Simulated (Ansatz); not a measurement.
Compare A (`N/C=C\OC=O`) with its isomer B (`O=C=CNCO`).

Calculated with Ansatz (gas phase, PBE0-D4/def2-TZVP geometries, no zero-point term in ΔE). CCSD(T)/CBS adds triple-zeta CCSD(T) − MP2 to the extrapolated MP2 energy (def2 sets, frozen cores). Functionals use def2-TZVPP. B3LYP here is the variant with VWN-RPA as its local correlation; programs differ in this. One conformer a species, not always the lowest.

(1) Which is lower in electronic energy at CCSD(T)/CBS, and by how much? (Best estimate.)

(2) Give E(B) − E(A) in kcal/mol with CCSD/def2-TZVPP, B3LYP, B2PLYP, ωB97M-V, PBE0-D4, B3LYP-D4, PBE-D4. (An estimate is asked.)

Largest T1 diagnostic: 0.015.

Results:

(1) The calculation gave: A, by 26.7 kcal/mol.

(2) Computed: CCSD/def2-TZVPP 25.9, B3LYP 27.6, B2PLYP 27.0, ωB97M-V 26.3, PBE0-D4 27.0, B3LYP-D4 27.7, PBE-D4 27.3. None reverses the order clearly.

In def2-TZVPP, CCSD(T) changes the Hartree–Fock value by −0.9 kcal/mol (the triples alone add +0.3 kcal/mol) and MP2 by −1.6 kcal/mol.
